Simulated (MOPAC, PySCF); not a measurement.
CH$_{4}$, SMILES `C`, neutral singlet in the gas phase. 

Cartesian coordinates (Å):
```xyz
5

C      0.0000     0.0000     0.0000
H      0.9137    -0.5826    -0.1094
H      0.1642     1.0076    -0.3797
H     -0.2755     0.0491     1.0526
H     -0.8025    -0.4741    -0.5636
```
Charge 0, multiplicity 1.

All levels are single points at this geometry (B3LYP-D3(BJ)/def2-TZVP); Pople sets use spherical d functions. Orbital energies aren't observables, and empty levels follow the basis.

```csv
level,HOMO (eV),LUMO (eV),gap (eV),dipole (D),"vertical IE, Delta-SCF (eV)"
B3LYP-D3(BJ)/def2-TZVP in PySCF,-10.76,1.30,12.07,0.00,–
B3LYP/3-21G in PySCF,-10.60,4.00,14.60,0.00,–
M06-2X/6-31G* in PySCF,-12.33,4.58,16.91,0.00,–
SVWN5/6-31G* in PySCF,-9.26,2.60,11.86,0.00,–
HF/6-31G* in PySCF,-14.83,6.97,21.79,0.00,13.38
PM7 in MOPAC,-13.70,5.90,19.60,0.00,–
```
